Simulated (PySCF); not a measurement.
# Basis set benchmark on one molecule

Molecule: 1,2-dimethoxyethane (SMILES COCCOC).

Molfile (atoms numbered from 1):
```
C4H10O2
     RDKit          3D

 16 15  0  0  0  0  0  0  0  0999 V2000
   -0.6787   -2.3215    1.7468 C   0  0  0  0  0  0  0  0  0  0  0  0
    0.1628   -1.3875    1.1499 O   0  0  0  0  0  0  0  0  0  0  0  0
   -0.5092   -0.4737    0.3396 C   0  0  0  0  0  0  0  0  0  0  0  0
    0.5092    0.4737   -0.2498 C   0  0  0  0  0  0  0  0  0  0  0  0
   -0.1628    1.3875   -1.0601 O   0  0  0  0  0  0  0  0  0  0  0  0
    0.6787    2.3215   -1.6571 C   0  0  0  0  0  0  0  0  0  0  0  0
   -1.2210   -2.9317    0.9968 H   0  0  0  0  0  0  0  0  0  0  0  0
   -0.0613   -2.9921    2.3610 H   0  0  0  0  0  0  0  0  0  0  0  0
   -1.4344   -1.8422    2.4011 H   0  0  0  0  0  0  0  0  0  0  0  0
   -1.2601    0.1067    0.9145 H   0  0  0  0  0  0  0  0  0  0  0  0
   -1.0556   -0.9815   -0.4819 H   0  0  0  0  0  0  0  0  0  0  0  0
    1.0556    0.9816    0.5717 H   0  0  0  0  0  0  0  0  0  0  0  0
    1.2601   -0.1067   -0.8247 H   0  0  0  0  0  0  0  0  0  0  0  0
    0.0613    2.9921   -2.2712 H   0  0  0  0  0  0  0  0  0  0  0  0
    1.4345    1.8422   -2.3113 H   0  0  0  0  0  0  0  0  0  0  0  0
    1.2209    2.9317   -0.9070 H   0  0  0  0  0  0  0  0  0  0  0  0
  1  2  1  0
  2  3  1  0
  3  4  1  0
  4  5  1  0
  5  6  1  0
  1  7  1  0
  1  8  1  0
  1  9  1  0
  3 10  1  0
  3 11  1  0
  4 12  1  0
  4 13  1  0
  6 14  1  0
  6 15  1  0
  6 16  1  0
M  END
```

Geometry PBE0-D3(BJ)/def2-SVP throughout; GIAO in PySCF 2.14, gas phase, one conformer, non-relativistic; equivalent atoms averaged; functional PBE0.

Reference values (measured; solution, DMSO-d6, 298 K; Fulmer et al., Organometallics 2010, 29, 2176): δ(H7/H8/H9/H14/H15/H16) = 3.24 ppm, δ(H10/H11/H12/H13) = 3.43 ppm, δ(C1/C6) = 58.0 ppm, δ(C3/C4) = 71.2 ppm. Computed shifts are taken against TMS, calculated as an isolated molecule at each level.

Q: How do the basis sets STO-3G, 6-31G, pcSseg-0, 6-31G*, def2-SVP, cc-pVDZ, pcSseg-1, 6-311+G(2d,p), aug-cc-pVDZ, def2-TZVP, IGLO-III, cc-pVTZ perform against the reference? Times are CPU seconds on shared hosts with different chips, so compare them loosely.

A: 
| basis set | functions | H7/H8/H9/H14/H15/H16 | H10/H11/H12/H13 | C1/C6 | C3/C4 | mean abs. error H | mean abs. error C | core-s |
| --- | --- | --- | --- | --- | --- | --- | --- | --- |
| STO-3G | 40 | 1.76 | 1.80 | 49.7 | 55.5 | 1.56 | 12.0 | 3.5 |
| 6-31G | 74 | 3.45 | 3.53 | 56.7 | 69.1 | 0.15 | 1.7 | 6.4 |
| pcSseg-0 | 74 | 3.57 | 3.50 | 63.2 | 76.6 | 0.20 | 5.3 | 8.5 |
| 6-31G* | 104 | 3.25 | 3.32 | 56.5 | 68.1 | 0.06 | 2.3 | 9 |
| def2-SVP | 134 | 3.12 | 3.09 | 56.5 | 69.3 | 0.23 | 1.7 | 12 |
| cc-pVDZ | 134 | 3.18 | 3.11 | 56.9 | 70.9 | 0.19 | 0.7 | 18 |
| pcSseg-1 | 152 | 3.32 | 3.20 | 59.6 | 73.2 | 0.15 | 1.8 | 23 |
| 6-311+G(2d,p) | 222 | 3.31 | 3.35 | 58.2 | 71.7 | 0.07 | 0.4 | 26 |
| aug-cc-pVDZ | 228 | 3.42 | 3.40 | 56.3 | 69.9 | 0.10 | 1.5 | 42 |
| def2-TZVP | 246 | 3.30 | 3.31 | 59.4 | 73.8 | 0.09 | 2.0 | 31 |
| IGLO-III | 310 | 3.33 | 3.36 | 60.4 | 74.8 | 0.08 | 3.0 | 63 |
| cc-pVTZ | 320 | 3.28 | 3.27 | 59.0 | 72.9 | 0.10 | 1.4 | 70 |

For 1H the closest is 6-31G* (0.06 ppm, with 6-311+G(2d,p), IGLO-III, def2-TZVP practically level) and the furthest STO-3G (1.56 ppm).

For 13C the closest is 6-311+G(2d,p) (0.4 ppm) and the furthest STO-3G (12.0 ppm). Where a smaller basis beats a larger one, errors probably cancel. One molecule is a small sample, and vibrational and solvent effects are absent from the calculation.

A small basis that lands close on one nucleus may do so by chance; judge by the trend and by all nuclei.
